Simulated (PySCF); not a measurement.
Core binding energy against partial charge

Compound: C4H3N.
SMILES with atom numbers: `[CH:1]#[C:2][C@@H:3]1[CH:4]=[N:5]1`

Binding energies: delta-SCF UKS SCAN, pcX-2 on the ionised atom, pcseg-1 elsewhere, spin-free X2C in PySCF. Charges: PBE0/pcSseg-1 ground-state density, for the ionised atom.

| atom | environment | C 1s (eV) | Mulliken (e) | IAO (e) | Hirshfeld (e) | ESP (e) |
| --- | --- | --- | --- | --- | --- | --- |
| C1 | terminal alkyne carbon | 290.42 | -0.321 | -0.230 | -0.113 | -0.524 |
| C2 | alkyne carbon | 290.90 | +0.303 | -0.045 | -0.057 | +0.199 |
| C4 | C=N carbon | 292.67 | +0.101 | +0.028 | +0.061 | +0.141 |
| C3 | sp3 carbon bound to nitrogen | 292.68 | -0.221 | -0.074 | -0.006 | -0.243 |

Question: Give the correlation coefficient and slope of binding energy on charge for each scheme.

Answer: Hirshfeld: r = 0.91, slope 14.6 eV per e; IAO: r = 0.71, slope 7.8 eV per e; ESP: r = 0.33, slope 1.1 eV per e; Mulliken: r = 0.04, slope 0.2 eV per e. Hirshfeld charges have the highest r, on only 4 points.

Question: The point-charge model writes a binding energy as kq + V + constant, with V the potential of the other atoms' charges at the site. What does it give with the ESP charges?

Answer: V = Σ 14.40 eV Å × q/r over all other atoms: +6.42 eV at C1, -5.25 eV at C2, -1.91 eV at C4, +2.83 eV at C3. Fitting binding energy − V to q gives k = 15.9 eV per e and leaves an rms residual of 0.57 eV, against 0.97 eV for the fit on q alone. The model has no term for differences in relaxation between sites.

The unrestricted hole states depart most from a pure doublet (⟨S²⟩ = 0.75; over 0.85 named) for C 1s of C2 (0.87) and C 1s of C4 (0.87), which makes these values less certain. Isolated species at its PBE0-D3(BJ)/def2-SVP geometry, gas phase.
